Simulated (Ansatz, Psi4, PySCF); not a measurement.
Reaction (SMILES): C=C(C)C(=O)[SiH3] [2-methyl-1-silylprop-2-en-1-one] + 4 C (CH4) -> C=C (C2H4) [ethene] + C=O (CH2O) [formaldehyde] + 2 CC (C2H6) [ethane] + [SiH3]C (CH6Si) [methylsilane]

Wanted: bond separation energy (enthalpy at 298 K), in kcal/mol. Terms: LANL2DZ with its own core potentials from Na on; spin-orbit terms left out; dispersion terms only where a functional's name holds one; six Cartesian d functions in 6-31G* and its kin unless marked 5d; non-relativistic; valence correlation only. Ab initio and DFT rows: single points at B3LYP-D3(BJ) geometries (Ansatz, a quantum-chemistry and plane-wave program), with unscaled harmonic terms from B3LYP/6-31G* (Ansatz) at its own minima. The Hartree-Fock reference of C=C(C)C(=O)[SiH3] is unstable towards a lower, spin-broken solution.

```tsv
level	program	bond separation energy (enthalpy at 298 K) (kcal/mol)
HF/STO-3G	Ansatz	16.8
PBE/6-31G*	Ansatz	22.6
B3LYP/STO-3G	Ansatz	22.2
B3LYP/6-31G*	Ansatz	19.9
B3LYP/def2-SVP	Ansatz	17.0
PBE0/6-31G*	Ansatz	20.0
M06-2X/6-31G* (5d)	PySCF	20.7
wB97X-D/6-31G*	Psi4	19.9
MP2/3-21G	Ansatz	24.7
MP2/LANL2DZ	Ansatz	23.4
r2SCAN-D4/def2-TZVPD	Ansatz + dftd4	21.2
B3LYP-D3(BJ)/def2-TZVPD	Ansatz + dftd3	19.0
```

No value to compare with is used here. The 10 habitual levels span 16.8 (HF/STO-3G) to 24.7 kcal/mol (MP2/3-21G); r2SCAN-D4/def2-TZVPD gives 21.2.

The levels are drawn from those run, B3LYP/6-31G* more often than the rest, none by its result; left out are runs that failed, that the program found above a lower state of the same kind, or whose <S^2> lies over 0.5 above the pure value.
